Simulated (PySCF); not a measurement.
**C2H6O2 (ethane-1,1-diol) at 4 levels**

Wanted: a comparison of 4 runs (HF/STO-3G, B3LYP/6-31G*, PBE/def2-SVP, PBE0/def2-SVP) of C2H6O2 (ethane-1,1-diol). 

Program for the calculation: PySCF 2.14.0.

### 1 The molecule

The species is C2H6O2 (10 atoms), meant as a singlet with charge 0. As SMILES, `CC(O)O`. The shape is that of a PBE0-D4/def2-TZVP optimisation. This is one conformer, not always the lowest.

Bond lengths: C1–C2 1.508 Å, C2–O3 1.403 Å, C2–O4 1.402 Å, C1–H5 1.090 Å, C1–H6 1.091 Å, C1–H7 1.094 Å, C2–H8 1.097 Å, O3–H9 0.962 Å, O4–H10 0.964 Å. Some angles: C1–C2–O3 107.2°, C1–C2–O4 112.8°, O3–C2–O4 111.3°, C1–C2–H8 110.8°, O3–C2–H8 110.6°, O4–C2–H8 104.1°, C2–C1–H5 110.0°, C2–C1–H6 110.6°, C2–C1–H7 109.8°, C2–O3–H9 107.5°.

### 2 Energy and gradient at HF/STO-3G (run 1)

input.py

```python
from pyscf import gto, scf

molecule = gto.M(
    atom=[
    ('C', (-0.477000, 0.980100, -0.151400)),
    ('C', (-0.101200, -0.477300, -0.059500)),
    ('O', (0.155000, -0.755600, 1.291500)),
    ('O', (0.997500, -0.807800, -0.865500)),
    ('H', (-0.674600, 1.250100, -1.189100)),
    ('H', (-1.364700, 1.185600, 0.448200)),
    ('H', (0.341100, 1.597900, 0.230000)),
    ('H', (-0.911500, -1.113000, -0.438100)),
    ('H', (0.393800, -1.685300, 1.355000)),
    ('H', (1.724700, -0.225900, -0.618500)),
],
    basis='sto-3g',
    spin=0,
    verbose=4,
    charge=0,
    max_memory=1860,
)

mf = scf.RHF(molecule)
mf.conv_tol = 1e-10
mf.kernel()
if not mf.converged:
    mf = mf.newton().run(mf.mo_coeff, mf.mo_occ)

e_final = mf.e_tot
print('E = %.10f Eh' % e_final)
grad = mf.nuc_grad_method().kernel()
mf.analyze()
```

Run with:

```console
$ OMP_NUM_THREADS=1 python input.py
```

Log:

```text
PySCF version 2.14.0

[... 77 lines left out ...]
Nuclear Repulsion Energy =             136.267545294311930
[... 2 lines left out ...]
Two-electron Coulomb Energy =          248.519623471437797
[... 4 lines left out ...]
MO #2   energy= -20.2533669547791  occ= 2
[... 2 lines left out ...]
MO #5   energy= -1.34304557616414  occ= 2
[... 2 lines left out ...]
MO #8   energy= -0.790742993106505 occ= 2
[... 2 lines left out ...]
MO #11  energy= -0.564216697802169 occ= 2
[... 2 lines left out ...]
MO #14  energy= -0.487991135845138 occ= 2
[... 2 lines left out ...]
MO #17  energy= -0.357980079734997 occ= 2
[... 2 lines left out ...]
MO #20  energy= 0.634378052083293  occ= 0
[... 2 lines left out ...]
MO #23  energy= 0.731172181809472  occ= 0
[... 2 lines left out ...]
MO #26  energy= 0.800395154441793  occ= 0
 ** Mulliken pop on meta-lowdin orthogonal AOs  **
 ** Mulliken pop  **
pop of  0 C 1s            1.99978
pop of  0 C 2s            1.01817
pop of  0 C 2px           1.05011
pop of  0 C 2py           1.00458
pop of  0 C 2pz           1.04761
pop of  1 C 1s            1.99984
pop of  1 C 2s            1.04124
pop of  1 C 2px           0.92916
pop of  1 C 2py           1.01183
pop of  1 C 2pz           0.83616
pop of  2 O 1s            1.99990
pop of  2 O 2s            1.68889
pop of  2 O 2px           1.89292
pop of  2 O 2py           1.31394
pop of  2 O 2pz           1.34432
pop of  3 O 1s            1.99990
pop of  3 O 2s            1.69007
pop of  3 O 2px           1.16733
pop of  3 O 2py           1.68241
pop of  3 O 2pz           1.69866
pop of  4 H 1s            0.95743
pop of  5 H 1s            0.95339
pop of  6 H 1s            0.96180
pop of  7 H 1s            0.98025
pop of  8 H 1s            0.86381
pop of  9 H 1s            0.86648
 ** Mulliken atomic charges  **
charge of    0C =     -0.12026
charge of    1C =      0.18177
charge of    2O =     -0.23997
charge of    3O =     -0.23837
charge of    4H =      0.04257
charge of    5H =      0.04661
charge of    6H =      0.03820
charge of    7H =      0.01975
charge of    8H =      0.13619
charge of    9H =      0.13352
Dipole moment(X, Y, Z, Debye):  0.11719,  0.19440, -0.02928
```

It took 3.3 s on 1 thread of Intel Xeon at 2.50GHz (Skylake/Cascade Lake), shared host; peak memory 0.12 GiB.

### 3 Energy and forces at B3LYP/6-31G(d) (spherical functions) (run 2)

job.py

```python
import pyscf.grad
from pyscf import gto, dft

mol = gto.M(
    atom='''
C   -0.477000   0.980100  -0.151400
C   -0.101200  -0.477300  -0.059500
O    0.155000  -0.755600   1.291500
O    0.997500  -0.807800  -0.865500
H   -0.674600   1.250100  -1.189100
H   -1.364700   1.185600   0.448200
H    0.341100   1.597900   0.230000
H   -0.911500  -1.113000  -0.438100
H    0.393800  -1.685300   1.355000
H    1.724700  -0.225900  -0.618500
''',
    max_memory=1860,
    charge=0,
    basis='6-31g*',
    verbose=3,
)

mf = dft.RKS(mol, xc='b3lyp')
mf.grids.level = 5
mf.conv_tol = 1e-10
mf.kernel()
if not mf.converged:
    mf = mf.newton().run(mf.mo_coeff, mf.mo_occ)

etot = mf.e_tot
print('E(%s) = %.9f' % ('B3LYP', etot))
grad = mf.Gradients().kernel()
dip = mf.dip_moment()
pop, q = mf.mulliken_pop()
```

Run with:

```console
$ OMP_NUM_THREADS=1 python job.py
```

Log:

```text
converged SCF energy = -230.254388500903
E(B3LYP) = -230.254388501
--------------- RKS gradients ---------------
         x                y                z
0 C     0.0018352487    -0.0040203093     0.0001384183
1 C     0.0027681185     0.0040251842     0.0004586197
2 O     0.0014700319    -0.0079689091    -0.0079574007
3 O     0.0006668900     0.0076447414     0.0086887955
4 H     0.0004012610    -0.0008983361     0.0020759569
5 H     0.0018299631    -0.0011039795    -0.0012135610
6 H    -0.0014601881    -0.0015337546    -0.0007884320
7 H     0.0009704923     0.0006749132     0.0013421790
8 H    -0.0023651552     0.0081940112     0.0002355589
9 H    -0.0061153396    -0.0050137493    -0.0029787239
----------------------------------------------
Dipole moment(X, Y, Z, Debye):  0.23016,  0.12698,  0.03717
 ** Mulliken pop  **
pop of  0 C 1s            1.99670
pop of  0 C 2s            0.67500
pop of  0 C 3s            0.62197
pop of  0 C 2px           0.72178
pop of  0 C 2py           0.70009
pop of  0 C 2pz           0.72731
pop of  0 C 3px           0.36396
pop of  0 C 3py           0.27850
pop of  0 C 3pz           0.34536
pop of  0 C 3dxy          0.00756
pop of  0 C 3dyz          0.00380
pop of  0 C 3dz^2         0.00825
pop of  0 C 3dxz          0.00688
pop of  0 C 3dx2-y2       0.00652
pop of  1 C 1s            1.99631
pop of  1 C 2s            0.68777
pop of  1 C 3s            0.36045
pop of  1 C 2px           0.64998
pop of  1 C 2py           0.75111
pop of  1 C 2pz           0.57908
pop of  1 C 3px           0.19302
pop of  1 C 3py           0.23697
pop of  1 C 3pz           0.11154
pop of  1 C 3dxy          0.01769
pop of  1 C 3dyz          0.01497
pop of  1 C 3dz^2         0.02856
pop of  1 C 3dxz          0.02760
pop of  1 C 3dx2-y2       0.01293
pop of  2 O 1s            1.99721
pop of  2 O 2s            0.90229
pop of  2 O 3s            0.97063
pop of  2 O 2px           1.11361
pop of  2 O 2py           0.90735
pop of  2 O 2pz           0.91193
pop of  2 O 3px           0.73718
pop of  2 O 3py           0.52610
pop of  2 O 3pz           0.52893
pop of  2 O 3dxy          0.00249
pop of  2 O 3dyz          0.00308
pop of  2 O 3dz^2         0.01047
pop of  2 O 3dxz          0.00331
pop of  2 O 3dx2-y2       0.00724
pop of  3 O 1s            1.99721
pop of  3 O 2s            0.90416
pop of  3 O 3s            0.96293
pop of  3 O 2px           0.84258
pop of  3 O 2py           1.04003
pop of  3 O 2pz           1.04836
pop of  3 O 3px           0.44653
pop of  3 O 3py           0.67807
pop of  3 O 3pz           0.67303
pop of  3 O 3dxy          0.00972
pop of  3 O 3dyz          0.00477
pop of  3 O 3dz^2         0.00438
pop of  3 O 3dxz          0.00603
pop of  3 O 3dx2-y2       0.00183
pop of  4 H 1s            0.52662
pop of  4 H 2s            0.31647
pop of  5 H 1s            0.52570
pop of  5 H 2s            0.31333
pop of  6 H 1s            0.52629
pop of  6 H 2s            0.32864
pop of  7 H 1s            0.54560
pop of  7 H 2s            0.33315
pop of  8 H 1s            0.48028
pop of  8 H 2s            0.12174
pop of  9 H 1s            0.48065
pop of  9 H 2s            0.12843
 ** Mulliken atomic charges  **
charge of    0C =     -0.46366
charge of    1C =      0.33201
charge of    2O =     -0.62180
charge of    3O =     -0.61965
charge of    4H =      0.15691
charge of    5H =      0.16097
charge of    6H =      0.14507
charge of    7H =      0.12125
charge of    8H =      0.39798
charge of    9H =      0.39092
```

It took 34 s on 1 thread of Intel Xeon at 2.50GHz (Skylake/Cascade Lake), shared host; peak memory 0.7 GiB.

### 4 Energy and forces at PBE/def2-SVP (run 3)

start.xyz

```xyz
10

C     -0.477000     0.980100    -0.151400
C     -0.101200    -0.477300    -0.059500
O      0.155000    -0.755600     1.291500
O      0.997500    -0.807800    -0.865500
H     -0.674600     1.250100    -1.189100
H     -1.364700     1.185600     0.448200
H      0.341100     1.597900     0.230000
H     -0.911500    -1.113000    -0.438100
H      0.393800    -1.685300     1.355000
H      1.724700    -0.225900    -0.618500
```

job.py

```python
import pyscf.grad
from pyscf import gto, dft

mol = gto.M(
    atom='start.xyz',
    max_memory=1860,
    basis='def2-svp',
    verbose=4,
)

calc0 = dft.RKS(mol)
calc0.xc = 'pbe'
calc0.conv_tol = 1e-10
calc0.grids.level = 5
calc0.kernel()
if not calc0.converged:
    calc0 = calc0.newton().run(calc0.mo_coeff, calc0.mo_occ)

energy = calc0.e_tot
print('Final energy', energy)
grad = calc0.Gradients().kernel()
dip = calc0.dip_moment()
pop, q = calc0.mulliken_pop()
```

Run with:

```console
$ OMP_NUM_THREADS=1 python job.py
```

Log:

```text
PySCF version 2.14.0

[... 83 lines left out ...]
converged SCF energy = -229.825200603068
Final energy -229.8252006030676
[... 12 lines left out ...]
Dipole moment(X, Y, Z, Debye):  0.24116,  0.06676,  0.06193
[... 58 lines left out ...]
pop of  4 H 2s            0.20495
pop of  4 H 2px           0.00560
pop of  4 H 2py           0.00498
pop of  4 H 2pz           0.01292
pop of  5 H 1s            0.73824
pop of  5 H 2s            0.20623
pop of  5 H 2px           0.01091
pop of  5 H 2py           0.00489
pop of  5 H 2pz           0.00810
pop of  6 H 1s            0.73820
pop of  6 H 2s            0.22169
pop of  6 H 2px           0.00971
pop of  6 H 2py           0.00744
pop of  6 H 2pz           0.00673
pop of  7 H 1s            0.76919
pop of  7 H 2s            0.21560
pop of  7 H 2px           0.00794
pop of  7 H 2py           0.00679
pop of  7 H 2pz           0.00349
pop of  8 H 1s            0.69795
pop of  8 H 2s            0.08432
pop of  8 H 2px           0.02070
pop of  8 H 2py           0.03340
pop of  8 H 2pz           0.01476
pop of  9 H 1s            0.69704
pop of  9 H 2s            0.08794
pop of  9 H 2px           0.02662
pop of  9 H 2py           0.02394
pop of  9 H 2pz           0.01799
 ** Mulliken atomic charges  **
charge of    0C =     -0.01557
charge of    1C =      0.15281
charge of    2O =     -0.24867
charge of    3O =     -0.26075
charge of    4H =      0.03199
charge of    5H =      0.03164
charge of    6H =      0.01623
charge of    7H =     -0.00302
charge of    8H =      0.14887
charge of    9H =      0.14647
```

Wall time 43 s (1 thread of Intel Xeon at 2.50GHz (Skylake/Cascade Lake), shared host); peak memory 0.87 GiB.

### 5 Energy and gradient at PBE0/def2-SVP (run 4)

run.py

```python
from pyscf import gto, dft

mol = gto.M(
    atom='''
C     -0.901399     1.852121    -0.286105
C     -0.191240    -0.901966    -0.112439
O      0.292908    -1.427877     2.440581
O      1.885002    -1.526521    -1.635558
H     -1.274809     2.362347    -2.247073
H     -2.578909     2.240459     0.846975
H      0.644586     3.019593     0.434637
H     -1.722485    -2.103265    -0.827889
H      0.744174    -3.184755     2.560579
H      3.259211    -0.426889    -1.168796
''',
    basis='def2-svp',
    max_memory=1860,
    charge=0,
    verbose=3,
    unit='bohr',
)

mf = dft.RKS(mol, xc='pbe0')
mf.conv_tol = 1e-10
mf.grids.level = 5
mf.kernel()
if not mf.converged:
    mf = mf.newton().run(mf.mo_coeff, mf.mo_occ)

energy = mf.e_tot
print('E = %.10f Eh' % energy)
grad = mf.nuc_grad_method().kernel()
dip = mf.dip_moment()
pop, q = mf.mulliken_pop()
```

Run with:

```console
$ OMP_NUM_THREADS=1 python run.py
```

Log:

```text
converged SCF energy = -229.842653514272
E = -229.8426535143 Eh
--------------- RKS gradients ---------------
         x                y                z
0 C    -0.0002948012     0.0045490541     0.0009436250
1 C    -0.0107394649     0.0012906848    -0.0055284240
2 O     0.0014053920    -0.0037021744     0.0027911490
3 O     0.0048121052     0.0005241866    -0.0003156658
4 H     0.0010143324    -0.0017617695     0.0052620404
5 H     0.0043352821    -0.0014288951    -0.0031476799
6 H    -0.0039669397    -0.0028285932    -0.0021700498
7 H     0.0048420724     0.0028790095     0.0025140455
8 H    -0.0003249976     0.0020006714     0.0008059962
9 H    -0.0010809824    -0.0015223372    -0.0011542767
----------------------------------------------
Dipole moment(X, Y, Z, Debye):  0.18599,  0.11433,  0.03239
 ** Mulliken pop  **
pop of  0 C 1s            1.98524
pop of  0 C 2s            0.89778
pop of  0 C 3s            0.14573
pop of  0 C 2px           0.71502
pop of  0 C 2py           0.70264
pop of  0 C 2pz           0.71929
pop of  0 C 3px           0.31461
pop of  0 C 3py           0.26760
pop of  0 C 3pz           0.29769
pop of  0 C 3dxy          0.00589
pop of  0 C 3dyz          0.00279
pop of  0 C 3dz^2         0.00623
pop of  0 C 3dxz          0.00483
pop of  0 C 3dx2-y2       0.00564
pop of  1 C 1s            1.98592
pop of  1 C 2s            0.92510
pop of  1 C 3s            0.10916
pop of  1 C 2px           0.65760
pop of  1 C 2py           0.75465
pop of  1 C 2pz           0.59056
pop of  1 C 3px           0.22350
pop of  1 C 3py           0.29124
pop of  1 C 3pz           0.14606
pop of  1 C 3dxy          0.01709
pop of  1 C 3dyz          0.01708
pop of  1 C 3dz^2         0.02976
pop of  1 C 3dxz          0.02883
pop of  1 C 3dx2-y2       0.01443
pop of  2 O 1s            1.98878
pop of  2 O 2s            1.07452
pop of  2 O 3s            0.65938
pop of  2 O 2px           1.09146
pop of  2 O 2py           0.88689
pop of  2 O 2pz           0.89227
pop of  2 O 3px           0.72794
pop of  2 O 3py           0.44949
pop of  2 O 3pz           0.52334
pop of  2 O 3dxy          0.00094
pop of  2 O 3dyz          0.00167
pop of  2 O 3dz^2         0.00575
pop of  2 O 3dxz          0.00190
pop of  2 O 3dx2-y2       0.00267
pop of  3 O 1s            1.98879
pop of  3 O 2s            1.07489
pop of  3 O 3s            0.66848
pop of  3 O 2px           0.81959
pop of  3 O 2py           1.02121
pop of  3 O 2pz           1.02796
pop of  3 O 3px           0.40797
pop of  3 O 3py           0.64272
pop of  3 O 3pz           0.65508
pop of  3 O 3dxy          0.00403
pop of  3 O 3dyz          0.00231
pop of  3 O 3dz^2         0.00202
pop of  3 O 3dxz          0.00355
pop of  3 O 3dx2-y2       0.00115
pop of  4 H 1s            0.74025
pop of  4 H 2s            0.18483
pop of  4 H 2px           0.00528
pop of  4 H 2py           0.00481
pop of  4 H 2pz           0.01400
pop of  5 H 1s            0.73853
pop of  5 H 2s            0.18532
pop of  5 H 2px           0.01155
pop of  5 H 2py           0.00466
pop of  5 H 2pz           0.00825
pop of  6 H 1s            0.73895
pop of  6 H 2s            0.20124
pop of  6 H 2px           0.01022
pop of  6 H 2py           0.00756
pop of  6 H 2pz           0.00656
pop of  7 H 1s            0.77000
pop of  7 H 2s            0.19287
pop of  7 H 2px           0.00858
pop of  7 H 2py           0.00697
pop of  7 H 2pz           0.00340
pop of  8 H 1s            0.69112
pop of  8 H 2s            0.07169
pop of  8 H 2px           0.02051
pop of  8 H 2py           0.03508
pop of  8 H 2pz           0.01422
pop of  9 H 1s            0.69058
pop of  9 H 2s            0.07482
pop of  9 H 2px           0.02760
pop of  9 H 2py           0.02423
pop of  9 H 2pz           0.01765
 ** Mulliken atomic charges  **
charge of    0C =     -0.07097
charge of    1C =      0.20901
charge of    2O =     -0.30696
charge of    3O =     -0.31975
charge of    4H =      0.05083
charge of    5H =      0.05168
charge of    6H =      0.03547
charge of    7H =      0.01818
charge of    8H =      0.16737
charge of    9H =      0.16514
```

It took 45 s on 1 thread of Intel Xeon at 2.50GHz (Skylake/Cascade Lake), shared host; peak memory 0.86 GiB.

### 6 Overview of the runs

```tsv
run	level	integration grid	energy (Eh)	dipole moment (D)	HOMO energy (eV)	LUMO energy (eV)	wall time
1	HF/STO-3G	–	-225.970819	0.23	-9.74	15.28	3.3 s
2	B3LYP/6-31G* (spherical functions)	5	-230.254389	0.27	-7.40	2.17	34 s
3	PBE/def2-SVP	5	-229.825201	0.26	-6.03	0.91	43 s
4	PBE0/def2-SVP	5	-229.842654	0.22	-7.87	1.83	45 s
```

### 7 Summary of results

| quantity | value |
| --- | --- |
| run 4: total energy | -229.84265 Eh |
| run 4: dipole moment | 0.22 D |
| run 4: HOMO energy | -7.87 eV |
| run 4: LUMO energy | 1.83 eV |
| run 4: HOMO–LUMO gap | 9.71 eV |
| run 4: largest force on an atom | 0.625 eV/Å |

What this shows: The dipole moment (its size) runs from 0.22 D (PBE0/def2-SVP) to 0.27 D (B3LYP/6-31G*). The two ends differ in method and basis. The HOMO–LUMO gap runs from 6.94 eV (PBE/def2-SVP) to 25.02 eV (HF/STO-3G). Totals of different functionals can't be ranked against each other. In run 1 the basis is minimal, so the values are rough. All runs together took 2.1 min, the longest 45 s.
